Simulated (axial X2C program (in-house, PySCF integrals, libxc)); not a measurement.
# Worked dissociation energy of BH: r2SCAN, 2c

Computed with an in-house relativistic program for diatomic molecules. Two-component (2c) means X2C with spin–orbit coupling and atomic mean-field two-electron Coulomb and Gaunt terms. Basis: B dyall-v4z [8s7p3d2f1g], H dyall-v4z [7s3p2d1f] (cores contracted in-house); Gaussian nuclei, density fitting, unrestricted open shells. Masses: B 11.009 u, H 1.008 u.

Molecular state: Ω = 0 (closed shell).

```
E(B) (2M_J = 1) : -24.644381 hartree
E(H) (2M_J = 1) : -0.500179 hartree
E(BH) at Re     : -25.271222 hartree
ωe              : 2301.9 cm⁻¹
ωexe            : 46.2 cm⁻¹
```

Q: Work out De and D0.

A: De = -24.644381 + (-0.500179) − (-25.271222) = 0.12666 hartree = 3.447 eV. The zero-point energy is ωe/2 − ωexe/4 = 1139 cm⁻¹ = 0.141 eV, so D0 = 3.305 eV.

One determinant describes the state; a PBE0 search over occupations chose it and may have missed a lower one. Closed shells are restricted here (equal orbitals for both partners); the stretched side of such a curve lies too high. Dissociation energies refer to the lowest single-determinant-based atoms at the same level and basis. A 2c atom that is not at its ground J level misses part of its spin–orbit lowering, and De is too large by that part (0.04 eV or less for light atoms). This holds for r2SCAN. The functionals have no current-density term, which raises determinants with orbital currents, atoms included.

Each atomic determinant is the lowest at this level and need not be a pure J level. Totals compare only within one Hamiltonian and basis.
